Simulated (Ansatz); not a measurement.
Species: C3H7, charge 1, singlet. C3H7+ (parent SMILES C[CH]C, singlet).
B3LYP-D3(BJ)/def2-TZVP minimum from Ansatz (a quantum-chemistry and plane-wave program):
```xyz
10

C      1.2590     0.1280     0.2563
C      0.0303    -0.2723    -0.3621
C     -1.2853     0.1085     0.0582
H      2.0157    -0.6631     0.2462
H      1.1574     0.6334     1.2134
H      1.6650     0.8580    -0.4850
H      0.1030    -0.9265    -1.2319
H     -1.6672    -0.8378     0.5118
H     -1.9709     0.2604    -0.7817
H     -1.3268     0.8903     0.8124
```
Charge +1, spin multiplicity 1.

Total energies in aug-cc-pVDZ, 18 correlated electrons, 3 frozen orbitals. Radicals and triplets start from unrestricted determinants; spin-orbit coupling is neglected. Cores are frozen in correlated methods. No relativity. The spin of C3H7+ (parent SMILES C[CH]C, singlet) was assumed, and the state is the lowest solution found for it.

| method | program | energy (Eh) | minus CCSDT(Q) (mEh) |
|---|---|---|---|
| HF | Ansatz | -117.39556 | 474.81 |
| MP2 | Ansatz | -117.80672 | 63.65 |
| CCSD | Ansatz | -117.85405 | 16.32 |
| CCSD(T) | Ansatz | -117.86862 | 1.75 |
| CCSDT(Q) | Ansatz | -117.87037 | 0.00 |

Rough core times of Ansatz's runs on a shared machine: CCSD(T) 20 s, CCSDT(Q) 80 min.
